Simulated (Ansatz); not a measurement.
Basis-set extrapolation for ClHMgO, SMILES `[OH][Mg][Cl]` (PBE0-D4/def2-TZVP geometry, frozen core, Ansatz 0.2.0). Multiplicity 1, RHF reference. For Mg the program correlates outer-core shells too, which these sets cover unevenly, so the extrapolated numbers aren't a true limit.

```csv
,def2-TZVPP,def2-QZVPP
HF,-734.728558,-734.755034
MP2 correlation,-0.630173,-0.712390
CCSD(T) correlation,-0.670935,-0.756367
```

Energies in hartree. Use E(X) = E(∞) + A·exp(−7.88·√X) for Hartree–Fock and E(X) = E(∞) + B·X^(−2.97) for correlation, with X = 3 and 4.

What is the CCSD(T) energy at the basis-set limit?

HF limit: -734.755034 + (-0.026476) × 0.13774 = -734.75868. Correlation limit: -0.756367 + (-0.085432) × 0.74074 = -0.81965. Total: -735.57833 hartree, 469.5 kJ/mol below CCSD(T)/def2-TZVPP.
